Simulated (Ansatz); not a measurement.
`C[O][AlH2]`, relaxed with RKS PBE-D4/def2-SVP in Ansatz 0.2.0 from a rough embedded geometry. The force threshold is 0.03 eV/Å; the program also tests the step.

Charge 0, multiplicity 1.

Start:

```xyz
8

C    -0.521   -0.113   -1.007
O    -0.953   -0.169    0.292
Al    0.518    0.086    1.364
H     0.192   -0.888   -1.274
H    -0.116    0.844   -1.342
H    -1.460   -0.308   -1.701
H     0.941    1.630    1.797
H     1.399   -1.083    1.872
```

Task: By how much does the energy fall, and how many steps does the optimiser take? (An estimate is asked.)

Result: Computed: 66.63 kJ/mol, in 11 steps, 1 of them rejected.

Task: Which bonds change most? (Best estimate.)

Result: Ansatz gave: O2–Al3 from 1.838 to 1.716 Å; C1–H6 from 1.184 to 1.114 Å; Al3–H7 from 1.659 to 1.600 Å; Al3–H8 from 1.550 to 1.591 Å.

Task: Give the relaxed structure. (Best estimate.)

Result: The calculation gave: 
```xyz
8

C    -0.510   -0.119   -1.167
O    -0.048   -0.605    0.064
Al    0.639    0.059    1.488
H     0.030   -0.612   -2.006
H    -0.381    0.984   -1.286
H    -1.593   -0.345   -1.295
H     0.874    1.639    1.580
H     0.988   -1.002    2.621
```
